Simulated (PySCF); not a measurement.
hydrogen peroxide (H2O2), SMILES OO. Heavy atoms are numbered as in [OH:1][OH:2]. Hydrogens are named by the atom that carries them.

Geometry: B3LYP-D3(BJ)/def2-TZVP. The geometry has at least one imaginary mode, so it is a saddle point at that level.

The numbers are results of PBE0/def2-TZVPD in PySCF, not measurements.

Mulliken values depend strongly on the basis, most of all with diffuse functions as here. Atomic charges (e), one atom of each kind:

| atom | Mulliken | IAO |
|---|---|---|
| O1 (OH) | -0.31 | … |
| H on O1 | 0.31 | … |

### Question
Complete the blanks. (An estimate is asked for; the answer gives what the named calculation found.)

### Answer

- O1 (OH), IAO: -0.39
- H on O1, IAO: 0.39
